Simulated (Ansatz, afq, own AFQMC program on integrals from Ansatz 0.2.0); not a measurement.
# SiBrCl, singlet: AFQMC among the cluster methods

```xyz
3

Cl    0.7220    1.4325    0.5421
Si   -0.7702    0.2997   -0.3858
Br    0.0373   -1.7970   -0.1696
```

Connectivity, by distances: Cl–Si–Br.

Basis def2-TZVP. Noble-gas cores (and the filled d shells of Ga–Kr and In–Xe) are frozen. Ansatz 0.2.0 and our own AFQMC program on the same integrals; the CISD trial comes from CCSD amplitudes, and released means the phaseless constraint is let go. Error bars are statistical, one sigma. No spin–orbit coupling.

Determinant: RHF, the one that the program's search chose, which needn't be the lowest solution. The geometry is a PBE0/def2-SVP stationary point of this or a neighbouring charge and spin state.

No full CI on the walks' own integrals is used here; CCSDT(Q) serves as the reference and is uncertain by about the last step of the cluster series.

Cautions: no relativity below Rb; no spin-orbit coupling; inner d shell frozen; restricted determinant unstable towards unrestricted (UHF 6 meV lower, ⟨S²⟩ 0.10).

- T1 diagnostic: 0.0138
- weight of the determinant in the CISD state: 0.804
- size of the correlated space: 18 electrons in 98 orbitals

Estimate: order these by the size of their error in total energy against CCSDT(Q), smallest first.
A. CCSD(T)
B. CCSD
C. MP2
D. AFQMC with the constraint released

D (0.36 ± 0.39 mEh), A (2.56 mEh), B (25.17 mEh), C (63.81 mEh).

Reference: CCSDT(Q), correlation energy -13.693 eV. The released energy is read at 1.50 1/Eh (meV from the phaseless value at times in 1/Eh: -5 ± 7 at 0.24, -8 ± 9 at 0.51, -10 ± 8 at 0.99, -13 ± 11 at 1.50).

A walk keeps the symmetry of its determinant, which the program's search chose and which needn't be the lowest solution, so a lower state of the same spin and another symmetry isn't excluded. Released energies are given only where the last usable release times agree within the noise; a slower fall can still hide under it.
